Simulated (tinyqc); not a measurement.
Worked calculation: Hueckel theory of the pi electrons with the omega technique, for the molecule C=CC=C (SMILES; centres numbered as the heavy atoms are written). Computed by tinyqc, a small Python program that keeps every step. Settings: charge = 0, omega = 1.0, damping = 0. Command: `OMP_NUM_THREADS=1 python tinyqc.py 30953 30954 out.jsonl` (the two numbers bound the seeds that draw the settings). One thread of a shared host (Intel(R) Xeon(R) Processor @ 2.60GHz), about 0.01 s of CPU time with the checks.

## The Hueckel matrix

Centres:
```
centre  z_r, pi electrons of the neutral centre       h
1C                                            1  0.0000
2C                                            1  0.0000
3C                                            1  0.0000
4C                                            1  0.0000
```

Bonds:
```
i  j  k
1  2  1
2  3  1
3  4  1
```

H_rr = alpha + h_r beta, H_rs = k_rs beta for bonded centres.

Hueckel matrix in units of beta (H = alpha + beta A), order 1C, 2C, 3C, 4C:
$$\begin{pmatrix}
0.0000 & 1.0000 & 0.0000 & 0.0000 \\
1.0000 & 0.0000 & 1.0000 & 0.0000 \\
0.0000 & 1.0000 & 0.0000 & 1.0000 \\
0.0000 & 0.0000 & 1.0000 & 0.0000
\end{pmatrix}$$

## Orbitals, round 1

pi electrons, sum of z_r less the charge = 4

Diagonalise; E = alpha + x beta with beta < 0, so the largest x are filled first; degenerate levels share their electrons. P = sum n_i c_ri c_si; each orbital has its largest coefficient positive (the first on a tie).

x values: [1.6180, 0.6180, -0.6180, -1.6180]

occupations: [2.0000, 2.0000, 0.0000, 0.0000]

coefficients, order 1C, 2C, 3C, 4C:
$$\begin{pmatrix}
0.3717 & 0.6015 & 0.6015 & -0.3717 \\
0.6015 & 0.3717 & -0.3717 & 0.6015 \\
0.6015 & -0.3717 & -0.3717 & -0.6015 \\
0.3717 & -0.6015 & 0.6015 & 0.3717
\end{pmatrix}$$

charge and bond-order matrix P, order 1C, 2C, 3C, 4C:
$$\begin{pmatrix}
1.0000 & 0.8944 & 0.0000 & -0.4472 \\
0.8944 & 1.0000 & 0.4472 & 0.0000 \\
0.0000 & 0.4472 & 1.0000 & 0.8944 \\
-0.4472 & 0.0000 & 0.8944 & 1.0000
\end{pmatrix}$$

## Omega technique, round 1

h_r = h_r(0) + omega q_r, omega = 1, with q_r = z_r - P_rr.

matrix after round 1, order 1C, 2C, 3C, 4C:
$$\begin{pmatrix}
0.0000 & 1.0000 & 0.0000 & 0.0000 \\
1.0000 & 0.0000 & 1.0000 & 0.0000 \\
0.0000 & 1.0000 & 0.0000 & 1.0000 \\
0.0000 & 0.0000 & 1.0000 & 0.0000
\end{pmatrix}$$

## Convergence

Each round sets h_r = h_r(0) + omega (z_r - P_rr), keeping the share named as damping of the old diagonal; repeat until output and input diagonals agree to 1e-6.

Rounds:
```
round  sum n x  largest |h(out) - h(in)|
1       4.4721                  1.11e-15
```

Converged in 1 rounds.

## Energy, charges, bond orders

E = sum n x; q_r = z_r - P_rr; bond order p = P_rs; free valence = sqrt(3) - sum of p over the bonds of the atom.

pi energy = 4 alpha + this times beta = 4.4721

pi charges: 1C 0.0000, 2C 0.0000, 3C 0.0000, 4C 0.0000

Bond orders and lengths from R = 1.517 - 0.180 p (angstrom, C-C alone):
```
bond       p       R
1-2   0.8944  1.3560
2-3   0.4472  1.4365
3-4   0.8944  1.3560
```

free valence of the carbons: 1C 0.8376, 2C 0.3904, 3C 0.3904, 4C 0.8376

gap between the highest filled and the next level = 1.2361 |beta|
